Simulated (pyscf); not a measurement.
A first-order saddle from PySCF, ωB97X-D3(BJ)/def2-SVP:

```xyz
16

Se    -0.1106    -1.2714     2.1533
H     -1.2397    -0.5217     1.1275
H      0.0154    -2.4059     1.2331
C     -2.0347     0.2864     0.0549
Ga     0.0843     0.4919     0.2457
C      0.4803     2.1692     1.1855
C      0.9687    -0.3960    -1.2649
H     -2.0427     1.0635    -0.7337
H     -2.7158     0.6466     0.8417
H     -2.4503    -0.6251    -0.4018
H     -0.1736     2.2934     2.0630
H      1.5253     2.1903     1.5320
H      0.3249     3.0367     0.5232
H      0.9234     0.2298    -2.1714
H      2.0297    -0.5887    -1.0408
H      0.4858    -1.3587    -1.4948
```

Surface: singlet, charge 0. Lowest wavenumbers (cm⁻¹): 1148i, 80, 103, 107, 109.

**Question.** What reaction is this the transition state of?

**Answer.** H₂Se + H₃C–Ga(CH₃)–CH₃ ⇌ H₃C–Ga(CH₃)–SeH + CH₄, a four-centre exchange read from left to right: H–Se, C–Ga broken and Ga–Se, C–H formed. At ωB97M-D3(BJ)/def2-TZVP it lies +0.48 eV from the left side and +1.89 eV from the right (each side as separated species at their lowest minima found). On the reactant side the descent ends in an adduct with a Ga–Se contact, 0.51 eV under the separated species and 0.78 eV under the saddle at ωB97X-D3(BJ)/def2-TZVP. What is counted as formed (Ga–Se) is already present as a longer contact in the reactant adduct; forming that adduct is a step of its own. At ωB97X-D3(BJ)/def2-TZVP the barrier from the zero used here is 0.27 eV. One saddle was located; it need not be the lowest between these sides. Elements up to Kr have no core potential and no relativistic terms here.
